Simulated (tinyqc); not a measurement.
CIS and TDHF on RHF in the sto-3g basis, frozen core, for LiH, spin multiplicity 1, step by step. One step of it, computed by the program tinyqc.

Problem. TDHF (RPA) singlet states. B(ia,jb) = 2 (ia|jb) - (ib|ja); the squared energies are the eigenvalues of (A - B)(A + B); 1 hartree = 27.211386 eV.

CIS matrix A, singlet (hartree):
```
           2>3       2>4       2>5        2>6
2>3   0.172008  0.000000  0.000000  -0.015202
2>4   0.000000  0.231967  0.000000   0.000000
2>5   0.000000  0.000000  0.231967   0.000000
2>6  -0.015202  0.000000  0.000000   0.670367
```

Two-electron integrals over orbitals (pq|rs), unique and non-zero (hartree); the lowest 1 orbital is frozen and left out:
```
(22|22) 0.497861    (32|22) -0.046130   (32|32) 0.011724    (33|22) 0.228287
(33|32) 0.005484    (33|33) 0.339191    (42|42) 0.024286    (43|42) 0.019191
(43|43) 0.041351    (44|22) 0.277705    (44|32) 0.004241    (44|33) 0.282316
(44|44) 0.312946    (52|52) 0.024286    (53|52) 0.019191    (53|53) 0.041351
(54|54) 0.016869    (55|22) 0.277705    (55|32) 0.004241    (55|33) 0.282316
(55|44) 0.279207    (55|55) 0.312946    (62|22) 0.135224    (62|32) -0.032990
(62|33) -0.007712   (62|44) -0.007962   (62|55) -0.007962   (62|62) 0.122559
(63|22) -0.050777   (63|32) 0.007997    (63|33) 0.036097    (63|44) 0.001021
(63|55) 0.001021    (63|62) -0.030697   (63|63) 0.026290    (64|42) -0.019433
(64|43) -0.013900   (64|64) 0.019281    (65|52) -0.019433   (65|53) -0.013900
(65|65) 0.019281    (66|22) 0.458771    (66|32) -0.041549   (66|33) 0.242265
(66|44) 0.269760    (66|55) 0.269760    (66|62) 0.143431    (66|63) -0.043267
(66|66) 0.456928
```

Give: TDHF matrix B, singlet; squared energies w^2; TDHF energies from the positive w^2.

Solution.

TDHF matrix B, singlet (hartree):
```
         2>3     2>4     2>5      2>6
2>3   0.0117  0.0000  0.0000  -0.0330
2>4   0.0000  0.0243  0.0000   0.0000
2>5   0.0000  0.0000  0.0243   0.0000
2>6  -0.0330  0.0000  0.0000   0.1226
```

squared energies w^2 (hartree^2): 0.0290  0.0532  0.0532  0.4331

TDHF energies from the positive w^2 (eV): 4.6305  6.2775  6.2775  17.9089
